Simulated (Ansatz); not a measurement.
1T (CdI2-type) SnSe2

Method: PBE in Ansatz (plane waves, PAW).

Numerical settings: plane-wave cutoff 520 eV, 12×12×6 k mesh (along the axes of the cell as run), Fermi–Dirac smearing 0.01 eV, scalar-relativistic PAW data made under PBE.

Cell (measured lattice):

```xyz
3
Lattice="3.8110 0.0000 0.0000 -1.9055 3.3004 0.0000 0.0000 0.0000 6.1400" Properties=species:S:1:pos:R:3 pbc="T T T"
Sn     0.0000     0.0000     0.0000
Se     0.0000     2.2003     1.5883
Se     1.9055     1.1001     4.5517
```

| Property | Result |
|---|---|
| band gap | 0.53 eV |
| smallest direct gap on the k points sampled | 1.10 eV |

Measured, for comparison: band gap 0.98 eV (temperature not stated, not corrected to a static lattice, indirect, our sources range from 0.98 to 1.06; as tabulated in Gonzalez and Oleynik (2016), arXiv:1609.04381).

Note: cell and atoms aren't relaxed at this level (largest force component 0.16 eV/Å, pressure 3.2 GPa).

Spin–orbit coupling is not included.

Ansatz is a program for electronic structure.
